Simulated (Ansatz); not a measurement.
Process, species as SMILES: O (H2O) → 2 H atom + O atom
B3LYP-D3(BJ)/def2-TZVP geometries, fixed; electronic energies without zero-point terms.

Basis-set convergence of the atomisation energy at HF with Ansatz (an electronic-structure program). Cartesian d functions, on some or all atoms, in 6-31+G*; all else is spherical. Open shells are unrestricted. No added dispersion term, no relativity. Functions are those of the species that has most. Reference: the value in pcseg-4, 155.79 kcal/mol, itself unsure by roughly 0.19 kcal/mol (its mean distance from aug-pcseg-3, aug-cc-pVQZ, cc-pV5Z).

```tsv
basis	functions	atomisation energy (kcal/mol)
6-31G	13	(withheld)
pcseg-0	13	124.41
def2-SV(P)	18	(withheld)
6-31+G*	23	146.85
6-311G**	30	151.34
aug-cc-pVDZ	41	(withheld)
aug-pcseg-1	41	155.79
def2-TZVP	43	(withheld)
cc-pVTZ	58	153.98
def2-TZVPD	58	153.96
jun-cc-pV(T+d)Z	67	155.40
6-311++G(3df,3pd)	75	156.45
aug-cc-pVTZ	92	155.37
cc-pVQZ	115	155.13
aug-cc-pVQZ	172	155.66
aug-pcseg-3	183	156.00
cc-pV5Z	201	155.56
pcseg-4	223	155.79
```

Problem. Complete the blanks.

Solution. 
- 6-31G, atomisation energy (kcal/mol): 130.11
- def2-SV(P), atomisation energy (kcal/mol): 137.71
- aug-cc-pVDZ, atomisation energy (kcal/mol): 154.25
- def2-TZVP, atomisation energy (kcal/mol): 152.76
